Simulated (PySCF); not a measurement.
# Deprotonation sites of ammonia

Molecule: ammonia, `N` (NH3). Coordinates in Å; atoms count from 1 in this order:
```
N     0.0085   -0.0050    0.2629
H    -0.5827   -0.7412   -0.1155
H    -0.3486    0.8855   -0.0751
H     0.9434   -0.1301   -0.1180
```

Level of theory: PBE0-D3(BJ)/ma-def2-TZVP single points in PySCF, grid level 2; every species was optimised with PBE0-D3(BJ)/ma-def2-SVP. Thermal corrections: PBE0-D3(BJ)/ma-def2-SVP frequencies, unscaled, ideal gas at 298.15 K and 1 bar, quasi-RRHO entropy.

```tsv
site	product	ΔH(acid) / kcal/mol	ΔG(acid) / kcal/mol
N1 (amine nitrogen)	[NH2]-	406.1	398.6
```

ΔH and ΔG refer to AH → A⁻ + H⁺ in the gas phase.

Vertical detachment energies of the anions: [NH2]- 0.51 eV.

Against the Active Thermochemical Tables (version 1.112): N1 1688 (computed 1699, error 11) kJ/mol.

Measured values (NIST Chemistry WebBook, evaluated or the median of agreeing entries): deprotonation enthalpy (ΔH) 1688 kJ/mol (computed 1699, difference 11); gas-phase acidity (ΔG) 1657 kJ/mol (computed 1668, difference 11).

Run with `OMP_NUM_THREADS=1 python redox_run.py task.json out` on 1 thread of AMD EPYC 7B13, a shared host. Structures, frequencies and single points: 10 s of wall time.
